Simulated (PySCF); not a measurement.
CH3O, SMILES [O]C, multiplicity 2. Atoms are numbered in the order given.

```xyz
5

C      0.0132     0.5726     0.0000
O      0.0048    -0.7906     0.0000
H     -0.5650     0.9322     0.8693
H     -0.5650     0.9322    -0.8693
H      1.0128     1.0250     0.0000
```
Charge 0, spin multiplicity 2.

Geometry: B3LYP-D3(BJ)/def2-TZVP. A frequency run showed that this geometry is not a minimum. The isomer is the one that the SMILES or the coordinates give; other isomers of the formula were not compared.

Method: TDA-M06-2X/def2-TZVPD in PySCF.

Vertical excitations. Gas-phase values at a fixed geometry.

Problem. Give excitation energies, oscillator strengths and character. (An estimate is asked for; the answer gives what the named calculation found.)

Solution. 
```tsv
state	energy (eV)	λ (nm)	f	main pairs
root 1	4.01	309	0.001	β HOMO−1→LUMO 95 %
root 2	7.13	174	0.074	β HOMO−2→LUMO 95 %
root 3	7.21	172	0.001	β HOMO→LUMO+1 89 %
root 4	7.43	167	0.003	β HOMO−3→LUMO 91 %
root 5	7.92	156	0.005	α HOMO→LUMO 88 %
root 6	8.15	152	0.013	β HOMO→LUMO+2 78 %
root 7	8.56	145	0.002	β HOMO→LUMO+3 96 %
root 8	8.66	143	0.018	β HOMO→LUMO+4 97 %
root 9	8.73	142	0.016	α HOMO−1→LUMO 90 %
root 10	8.85	140	0.026	α HOMO→LUMO+1 76 %
```
Unrestricted roots are not spin-pure.
